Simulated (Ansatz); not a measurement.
## Relative stability

The two ends of one reaction step of CH7NSi, singlet (PBE0-D4/def2-TZVP).

A:

```
10
angstrom
Si -0.7673 1.1651 -0.0067
N 0.5355 0.1069 -0.3619
C 0.5745 -1.2722 0.0742
H -2.0302 0.5405 -0.4856
H -0.5064 2.4446 -0.7156
H -0.9653 1.4721 1.4439
H 1.4470 0.5153 -0.4921
H 1.1984 -1.8748 -0.5920
H 0.9469 -1.4024 1.0991
H -0.4332 -1.6951 0.0367
```

B:

```xyz
10
angstrom
Si -1.2009 1.2534 0.5028
N 0.0844 0.0927 -0.5257
C 0.2947 -1.2175 0.1014
H -0.2922 -0.0212 -1.4614
H -0.7579 2.4358 -0.3609
H -0.0961 1.4786 1.5371
H 0.9619 0.5928 -0.6171
H 0.9596 -1.8518 -0.4883
H 0.7208 -1.0607 1.0916
H -0.6743 -1.7020 0.2204
```

Computed with Ansatz 0.2.0 (basis: def2-TZVPP); correlated methods freeze the cores. B3LYP uses VWN-RPA correlation.

Which structure is lower at CCSD(T), and by how much? (An estimate is asked for; the value comes from the calculation.)

Computed: A, by 31.83 kcal/mol (electronic energy, against the other). By their contacts, A is CH₇NSi ([CH3][NH][SiH3]) and B is CH₇NSi ([CH3][NH2][SiH2]).

All methods give the same order:

```
      method  E(B) − E(A) (kcal/mol)
       SPW92                   28.24
      PBE-D4                   29.07
     BLYP-D4                   30.48
   r2SCAN-D4                   33.34
      B97M-V                   30.64
     PBE0-D4                   31.18
    B3LYP-D4                   32.33
  r2SCAN0-D4                   33.96
    BHLYP-D4                   34.77
CAM-B3LYP-D4                   33.86
     wB97X-V                   34.05
     wB97M-V                   31.27
      B2PLYP                   33.73
    PBE-QIDH                   33.85
  RPA on PBE                   30.77
          HF                   37.84
         MP2                   34.77
        CCSD                   32.50
     CCSD(T)                   31.83
```

No T1 diagnostic of these runs exceeds 0.011.

Labels in which every atom is bracketed show which atoms are joined, not bond orders.

For scale, one of the runs: CCSD(T)/def2-TZVPP, 202 basis functions, launched by `ansatz run in.yaml --threads 2 --pin off --events-out ev --progress --plain --max-ram 4352MiB`. Time: 52 s of wall clock on 2 CPU threads of an Arm Neoverse V1; the host was shared. Peak host memory: 2.5 GiB.
